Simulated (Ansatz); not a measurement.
## H3OSi+: structure from calculated spectroscopic constants

These gas-phase data were calculated for one isomer of H3OSi+ at PBE0-D3(BJ)/def2-SVP (harmonic, unscaled wavenumbers; equilibrium rotational constants with average atomic masses):

```
rotational constants            : 128.3, 16.05, 14.26 GHz
all wavenumbers above 1500 cm⁻¹ : 3835, 2399, 2320
```

Candidates:

(1) `[OH2+][SiH]`, a singlet
(2) `O[SiH2+]`, a singlet

Q: Which structure fits?

A: Candidate (2). 1 mode lies between 3300 and 4000 cm⁻¹, one for each O–H bond, while (1) has 2.

The same quantities for all candidates:

```tsv
	rotational constants (GHz)	wavenumbers above 1500 cm⁻¹	E above the lowest, PBE0-D3(BJ)/def2-SVP (kcal/mol)
(1)	143, 11.76, 10.87	3793, 3701, 2135, 1613	17.2
(2)	128.3, 16.05, 14.26	3835, 2399, 2320	0.0
```

Each candidate is one conformer. Programs: Ansatz 0.2.0.
